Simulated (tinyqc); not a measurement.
Inside a calculation. Method: coupled-perturbed Hartree-Fock on RHF in the sto-3g basis, for BH3, spin multiplicity 1. One step of it, computed by the program tinyqc.

Problem. Coupled step 2. U_ai = -(mu_ai + sum_bj [4 (ai|bj) - (ab|ij) - (aj|bi)] U_bj) / (e_a - e_i); alpha = -4 sum U_ai mu_ai.

U after step 1:
```
,i1,i2,i3,i4
a5,-0.008304,-1.197002,0.000000,0.000256
a6,0.000002,0.015528,0.000000,0.000051
a7,0.000000,0.000012,0.000000,-0.029003
a8,0.000000,0.000000,-0.028996,0.000000
```

dipole integrals <a|z|i> (bohr):
```
,i1,i2,i3,i4
a5,0.120826,0.814088,0.000000,-0.000123
a6,-0.005866,-0.006418,0.000000,-0.000060
a7,-0.000009,0.000003,0.000000,0.036348
a8,0.000000,0.000000,0.036356,0.000000
```

orbital energies (hartree): MO1 -7.425231, MO2 -0.630793, MO3 -0.431912, MO4 -0.431773, MO5 0.242844, MO6 0.569044, MO7 0.661269, MO8 0.661636

Two-electron integrals over orbitals (pq|rs), unique and non-zero (hartree):
```
p,q,r,s,(pq|rs)
1,1,1,1,2.887014
2,1,1,1,-0.247084
2,1,2,1,0.033109
2,2,1,1,0.589508
2,2,2,1,-0.008173
2,2,2,2,0.431542
3,1,3,1,0.006946
3,2,3,1,0.011653
3,2,3,2,0.117041
3,3,1,1,0.520301
3,3,2,1,-0.003291
3,3,2,2,0.422613
3,3,3,3,0.473834
4,1,1,1,0.000041
4,1,2,1,-4.45e-06
4,1,2,2,0.000005
4,1,3,3,-0.003599
4,1,4,1,0.006947
4,2,1,1,-0.000012
4,2,2,1,2.61e-06
4,2,2,2,0.000029
4,2,3,3,-0.063882
4,2,4,1,0.011652
4,2,4,2,0.117025
4,3,3,1,-0.003603
4,3,3,2,-0.063907
4,3,4,3,0.049876
4,4,1,1,0.520305
4,4,2,1,-0.003290
4,4,2,2,0.422630
4,4,3,3,0.374104
4,4,4,1,0.003601
4,4,4,2,0.063898
4,4,4,4,0.473832
5,1,1,1,-0.012681
5,1,2,1,0.001590
5,1,2,2,-0.000905
5,1,3,3,-0.000455
5,1,4,1,-3.64e-07
5,1,4,2,-6.90e-08
5,1,4,4,-0.000455
5,1,5,1,0.021894
5,2,1,1,0.007604
5,2,2,1,-0.000491
5,2,2,2,-0.000404
5,2,3,3,-0.000553
5,2,4,1,2.47e-08
5,2,4,2,1.18e-07
5,2,4,4,-0.000552
5,2,5,1,0.021101
5,2,5,2,0.068500
5,3,3,1,0.000182
5,3,3,2,-0.001571
5,3,4,3,0.001547
5,3,5,3,0.016281
5,4,1,1,-3.13e-06
5,4,2,1,1.52e-07
5,4,2,2,-4.72e-07
5,4,3,3,0.001546
5,4,4,1,0.000182
5,4,4,2,-0.001569
5,4,4,4,-0.001546
5,4,5,1,-3.44e-06
5,4,5,2,-0.000008
5,4,5,4,0.016280
5,5,1,1,0.741657
5,5,2,1,-0.009522
5,5,2,2,0.455858
5,5,3,3,0.419013
5,5,4,1,1.58e-06
5,5,4,2,-0.000006
5,5,4,4,0.419013
5,5,5,1,0.001668
5,5,5,2,0.009395
5,5,5,4,-2.81e-06
5,5,5,5,0.586846
6,1,1,1,-0.271683
6,1,2,1,0.037203
6,1,2,2,-0.008396
6,1,3,3,-0.003166
6,1,4,1,-0.000026
6,1,4,2,-0.000029
6,1,4,4,-0.003182
6,1,5,1,0.000790
6,1,5,2,-0.001441
6,1,5,4,-2.83e-07
6,1,5,5,-0.008119
6,1,6,1,0.041940
6,2,1,1,0.221348
6,2,2,1,-0.008996
6,2,2,2,0.046320
6,2,3,3,0.021337
6,2,4,1,-0.000011
6,2,4,2,3.37e-07
6,2,4,4,0.021431
6,2,5,1,-0.001402
6,2,5,2,-0.000169
6,2,5,4,-4.48e-06
6,2,5,5,0.112901
6,2,6,1,-0.009141
6,2,6,2,0.073029
6,3,3,1,0.003392
6,3,3,2,-0.044475
6,3,4,3,0.042634
6,3,5,3,0.001787
6,3,6,3,0.062541
6,4,1,1,-0.000377
6,4,2,1,0.000010
6,4,2,2,-0.000092
6,4,3,3,0.042488
6,4,4,1,0.003405
6,4,4,2,-0.044273
6,4,4,4,-0.042586
6,4,5,1,2.02e-07
6,4,5,2,-0.000007
6,4,5,4,0.001781
6,4,5,5,-0.000189
6,4,6,1,-4.26e-07
6,4,6,2,-0.000215
6,4,6,4,0.062303
6,5,1,1,-0.007247
6,5,2,1,-0.000144
6,5,2,2,-0.003236
6,5,3,3,-0.001307
6,5,4,1,-1.14e-06
6,5,4,2,-0.000009
6,5,4,4,-0.001317
6,5,5,1,0.022733
6,5,5,2,0.063406
6,5,5,4,-0.000037
6,5,5,5,-0.000184
6,5,6,1,-0.001229
6,5,6,2,-0.005976
6,5,6,4,0.000009
6,5,6,5,0.063894
6,6,1,1,0.596209
6,6,2,1,-0.010701
6,6,2,2,0.424108
6,6,3,3,0.421152
6,6,4,1,-0.000039
6,6,4,2,-0.000377
6,6,4,4,0.420726
6,6,5,1,-0.002846
6,6,5,2,-0.005837
6,6,5,4,0.000008
6,6,5,5,0.444706
6,6,6,1,-0.010687
6,6,6,2,0.027895
6,6,6,4,0.000132
6,6,6,5,-0.007391
6,6,6,6,0.438040
7,1,1,1,-0.000485
7,1,2,1,0.000068
7,1,2,2,-0.000008
7,1,3,3,-0.005075
7,1,4,1,0.012318
7,1,4,2,0.018375
7,1,4,4,0.005065
7,1,5,1,1.51e-06
7,1,5,2,-2.40e-06
7,1,5,4,0.000345
7,1,5,5,-0.000014
7,1,6,1,0.000039
7,1,6,2,-0.000038
7,1,6,4,0.006006
7,1,6,5,-3.89e-06
7,1,6,6,-0.000086
7,1,7,1,0.021994
7,2,1,1,0.000427
7,2,2,1,-0.000016
7,2,2,2,0.000102
7,2,3,3,0.022783
7,2,4,1,0.007945
7,2,4,2,-0.000573
7,2,4,4,-0.022686
7,2,5,1,-2.37e-06
7,2,5,2,3.39e-07
7,2,5,4,0.002094
7,2,5,5,0.000218
7,2,6,1,-0.000039
7,2,6,2,0.000050
7,2,6,4,0.046245
7,2,6,5,-0.000010
7,2,6,6,0.000091
7,2,7,1,0.013359
7,2,7,2,0.048906
7,3,3,1,0.002550
7,3,3,2,0.047620
7,3,4,3,-0.023744
7,3,5,3,-0.001226
7,3,6,3,-0.031523
7,3,7,3,0.033736
7,4,1,1,0.207600
7,4,2,1,-0.005069
7,4,2,2,0.050221
7,4,3,3,0.052664
7,4,4,1,-0.002539
7,4,4,2,-0.047793
7,4,4,4,0.004872
7,4,5,1,-0.000024
7,4,5,2,0.003582
7,4,5,4,0.001230
7,4,5,5,0.103304
7,4,6,1,-0.004863
7,4,6,2,0.070666
7,4,6,4,0.031482
7,4,6,5,-0.002051
7,4,6,6,0.027549
7,4,7,1,-0.004408
7,4,7,2,0.010496
7,4,7,4,0.106704
7,5,1,1,-0.000011
7,5,2,1,-2.04e-07
7,5,2,2,-4.23e-06
7,5,3,3,-0.002391
7,5,4,1,0.000639
7,5,4,2,0.004710
7,5,4,4,0.002387
7,5,5,1,0.000041
7,5,5,2,0.000115
7,5,5,4,0.016143
7,5,5,5,1.02e-06
7,5,6,1,-3.99e-06
7,5,6,2,-0.000011
7,5,6,4,-0.002068
7,5,6,5,0.000078
7,5,6,6,-0.000028
7,5,7,1,0.001081
7,5,7,2,0.000553
7,5,7,4,-0.001979
7,5,7,5,0.020810
7,6,1,1,-0.000092
7,6,2,1,-2.38e-06
7,6,2,2,-4.93e-06
7,6,3,3,-0.058592
7,6,4,1,0.012199
7,6,4,2,0.106720
7,6,4,4,0.058553
7,6,5,1,-4.28e-06
7,6,5,2,-0.000012
7,6,5,4,-0.002057
7,6,5,5,-0.000032
7,6,6,1,-0.000038
7,6,6,2,-0.000021
7,6,6,4,-0.047066
7,6,6,5,-0.000019
7,6,6,6,-0.000401
7,6,7,1,0.020008
7,6,7,2,-0.005735
7,6,7,4,-0.050416
7,6,7,5,0.004123
7,6,7,6,0.109951
7,7,1,1,0.668448
7,7,2,1,-0.009169
7,7,2,2,0.445507
7,7,3,3,0.404783
7,7,4,1,-0.000529
7,7,4,2,0.030032
7,7,4,4,0.472777
7,7,5,1,-0.000383
7,7,5,2,0.001676
7,7,5,4,-0.001429
7,7,5,5,0.470264
7,7,6,1,-0.008747
7,7,6,2,0.050469
7,7,6,4,-0.037614
7,7,6,5,-0.001279
7,7,6,6,0.448359
7,7,7,1,-0.001627
7,7,7,2,-0.029052
7,7,7,4,0.046520
7,7,7,5,0.000996
7,7,7,6,0.030726
7,7,7,7,0.514810
8,1,3,1,0.012320
8,1,3,2,0.018381
8,1,4,3,-0.005077
8,1,5,3,0.000344
8,1,6,3,0.005985
8,1,7,3,0.004419
8,1,8,1,0.022003
8,2,3,1,0.007946
8,2,3,2,-0.000561
8,2,4,3,0.022717
8,2,5,3,0.002094
8,2,6,3,0.046272
8,2,7,3,-0.010199
8,2,8,1,0.013363
8,2,8,2,0.048899
8,3,1,1,0.207637
8,3,2,1,-0.005069
8,3,2,2,0.050261
8,3,3,3,0.004980
8,3,4,1,0.002542
8,3,4,2,0.047670
8,3,4,4,0.052603
8,3,5,1,-0.000024
8,3,5,2,0.003583
8,3,5,4,-0.001229
8,3,5,5,0.103322
8,3,6,1,-0.004879
8,3,6,2,0.070704
8,3,6,4,-0.031642
8,3,6,5,-0.002059
8,3,6,6,0.027200
8,3,7,1,0.004395
8,3,7,2,-0.010158
8,3,7,4,0.041694
8,3,7,5,0.001968
8,3,7,6,0.050201
8,3,7,7,0.069221
8,3,8,3,0.106569
8,4,3,1,0.002541
8,4,3,2,0.047685
8,4,4,3,-0.023816
8,4,5,3,-0.001229
8,4,6,3,-0.031633
8,4,7,3,0.030926
8,4,8,1,0.004403
8,4,8,2,-0.010290
8,4,8,4,0.033843
8,5,3,1,0.000639
8,5,3,2,0.004712
8,5,4,3,-0.002392
8,5,5,3,0.016145
8,5,6,3,-0.002078
8,5,7,3,0.001969
8,5,8,1,0.001082
8,5,8,2,0.000553
8,5,8,4,0.001972
8,5,8,5,0.020813
8,6,3,1,0.012198
8,6,3,2,0.106846
8,6,4,3,-0.058718
8,6,5,3,-0.002065
8,6,6,3,-0.047418
8,6,7,3,0.050229
8,6,8,1,0.020008
8,6,8,2,-0.005839
8,6,8,4,0.050304
8,6,8,5,0.004129
8,6,8,6,0.110197
8,7,3,1,0.000595
8,7,3,2,-0.029455
8,7,4,3,0.033679
8,7,5,3,0.001418
8,7,6,3,0.037293
8,7,7,3,-0.010964
8,7,8,1,0.001717
8,7,8,2,0.029110
8,7,8,4,-0.011033
8,7,8,5,-0.000976
8,7,8,6,-0.030307
8,7,8,7,0.034344
8,8,1,1,0.668535
8,8,2,1,-0.009173
8,8,2,2,0.445524
8,8,3,3,0.472587
8,8,4,1,0.000575
8,8,4,2,-0.029645
8,8,4,4,0.405013
8,8,5,1,-0.000383
8,8,5,2,0.001676
8,8,5,4,0.001420
8,8,5,5,0.470291
8,8,6,1,-0.008757
8,8,6,2,0.050364
8,8,6,4,0.037237
8,8,6,5,-0.001274
8,8,6,6,0.448611
8,8,7,1,0.001668
8,8,7,2,0.029233
8,8,7,4,0.069091
8,8,7,5,-0.000985
8,8,7,6,-0.030419
8,8,7,7,0.445588
8,8,8,3,0.046795
8,8,8,8,0.514644
```

Give: U after step 2; polarisability.

Solution.

U after step 2:
```
,i1,i2,i3,i4
a5,-0.005,-1.274,0.000,0.000
a6,0.000,0.017,0.000,0.000
a7,0.000,0.000,0.000,-0.028
a8,0.000,0.000,-0.028,0.000
```

polarisability = 4.159 bohr^3
